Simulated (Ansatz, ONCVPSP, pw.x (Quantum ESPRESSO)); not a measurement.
# From atom to crystal: ONCV potential for Ga

ONCVPSP 4.0.1.1 (patched build) input, shortened (lines: element, Z, core and valence counts, functional; n l f; lmax; l rc ep ncon nbas qcut; lloc lpopt rc5 dvloc0; l nproj debl; icmod fcfact rcfact), PBEsol, scalar-relativistic:

```
  Ga 31.00    6    2  -116133      upf
    1    0    2.00
    2    0    2.00
    2    1    6.00
    3    0    2.00
    3    1    6.00
    3    2   10.00
    4    0    2.00
    4    1    1.00
    2
    0    1.95    0.00    5    9    3.40
    1    1.85    0.00    4    8    5.20
    2    2.10    0.21    3    7    5.10
    4    5    1.60    4.00
    0    2    1.70
    1    2    1.10
    2    2    2.40
    1    0.45    0.00
```

Atomic tests: cutoffs needed: 12 Ha and 49 Ha (the cutoffs (Ha) at which the residual kinetic energy of the hardest occupied pseudo-wave falls to 1 and 0.1 mHa per electron) The cutoffs count occupied waves only; projector 2 of the d channel, the hardest unoccupied one, needs 79 Ha at the loose tolerance.; ghost test: no bound ghost flagged; GHOST(+) flagged for d at 55.0 eV; largest excitation error: -199 meV (all-electron minus pseudo) for 4s1 4p0, out of 4 test configurations.

Crystal test: bcc Ga in pw.x 7.5, no spin, 14³ k-points, Fermi–Dirac smearing 0.01 Ry, cutoffs 115/460 Ry. The reference is all-electron LAPW (Ansatz 0.2.0) with the same functional, mesh and smearing; V0 and B0 come from Birch–Murnaghan fits to the pressures at five volumes. Errors are pseudo minus all-electron; Δ is the rms difference of the E(V) curves that follow from these fits, minima aligned, over ±6 % about the mean V0. Mesh and smearing are coarse, so the numbers serve the comparison and aren't converged zero-temperature values; the lattice is a test structure that the element need not adopt.

```json
{"V (Å³/atom)": "17.214", "P all-electron (GPa)": "2.71", "P pseudo (GPa)": "0.93"}
{"V (Å³/atom)": "17.667", "P all-electron (GPa)": "0.93", "P pseudo (GPa)": "-0.73"}
{"V (Å³/atom)": "18.120", "P all-electron (GPa)": "-0.58", "P pseudo (GPa)": "-2.15"}
{"V (Å³/atom)": "18.573", "P all-electron (GPa)": "-1.88", "P pseudo (GPa)": "-3.36"}
{"V (Å³/atom)": "19.026", "P all-electron (GPa)": "-2.99", "P pseudo (GPa)": "-4.38"}
```

All-electron: a0 = 3.298 Å (V0 = 17.94 Å³/atom), B0 = 59.1 GPa.

Pseudopotential: mean pressure error (GPa): -1.57; a0 (Å): 3.268; a0 error (%): -0.90; B0 error (%): +7.8; Δ (meV/atom): 6.4. This is a poor potential for the solid.

Q: At the middle volume, how do free energy and pressure move when the wave cutoff is lowered (ecutrho kept at four times it)?

A:

```json
{"cutoff (Ry)": "52", "shift of F (meV/atom)": "+19.1", "shift of P (GPa)": "-0.13"}
{"cutoff (Ry)": "69", "shift of F (meV/atom)": "+13.5", "shift of P (GPa)": "+0.11"}
{"cutoff (Ry)": "92", "shift of F (meV/atom)": "+6.7", "shift of P (GPa)": "-0.13"}
```

The run at the middle volume (104 k-points, 5 iterations) took about 46 s on one core of a shared host (Neoverse-N1, 64 threads, 124 GiB, load 52).
